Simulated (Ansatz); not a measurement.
Input file:

```yaml
crystal:
  periodic: [false, false, false]
  atoms:
    - {symbol: Ge, position_ang: [0.001714, 0.012838, 0.275082]}
    - {symbol: C, position_ang: [0.000881, -0.124081, -1.631890]}
    - {symbol: H, position_ang: [0.048846, 1.535722, 0.650906]}
    - {symbol: H, position_ang: [1.197626, -0.701971, 0.812070]}
    - {symbol: H, position_ang: [-1.347875, -0.685791, 0.760581]}
    - {symbol: H, position_ang: [-0.032606, 0.405409, -2.602371]}
basis:
  gaussian: {orbitals: cc-pVDZ}
magnetization: {spin_polarized: true, initial_magnetization: 2}
correlation: {method: ccsd_t, electrons: valence}
```

```sh
$ ansatz run in.yaml --threads 1 --pin off --events-out ev --progress --plain --max-ram 2393MiB
```

The program prints:

```
632 factors; integrals over basis functions are off by at most 8.7e-4 eV
mean field evaluation 1: about -57562.0993 eV, gradient 1.1e1 eV
mean field evaluation 2: about -57562.1023 eV, gradient 1.1e1 eV
mean field evaluation 4: about -57563.6058 eV, gradient 1.7e0 eV
mean field evaluation 8: about -57563.6503 eV, gradient 1.6e-3 eV
mean field evaluation 16: about -57563.6454 eV, gradient 2.3e-1 eV
mean field -57563.65031919 eV, -2115.4251311868 hartree, gradient 1.8e-6 eV, S^2 2.026064; 0 other end points of the search recorded, 0 dependent functions left out
10 core orbitals not correlated: weight in the atoms' cores, before any rotation towards them, 1.000 or more for the frozen orbitals, at most 0.000 for the correlated occupied ones
reference -57563.65031919 eV, -2115.4251311868 hartree; 12, 10 occupied and 39, 41 virtual orbitals, 632 factors
second order -5.63203377 eV of doubles, -0.00000000 eV of singles
cycle   1  -6.42090910 eV  change   -7.9e-1 eV  update   6.8e-2
cycle   2  -6.72366120 eV  change   -3.0e-1 eV  update   2.5e-2
cycle   3  -6.75317499 eV  change   -3.0e-2 eV  update   9.3e-3
cycle   4  -6.75445179 eV  change   -1.3e-3 eV  update   4.0e-3
cycle   5  -6.75499514 eV  change   -5.4e-4 eV  update   1.4e-3
cycle   6  -6.75507999 eV  change   -8.5e-5 eV  update   4.5e-4
cycle   7  -6.75527577 eV  change   -2.0e-4 eV  update   2.0e-4
cycle   8  -6.75527774 eV  change   -2.0e-6 eV  update   7.1e-5
cycle   9  -6.75525615 eV  change    2.2e-5 eV  update   2.4e-5
perturbative correction -0.16627985 eV, -0.0061106719 hartree
Total energy: -57570.57185519 eV, -2115.6794929432 hartree
```

Ran on 1 thread of Intel Xeon Platinum 8259CL, shared host: 5 s wall, 0.23 GiB peak host memory.
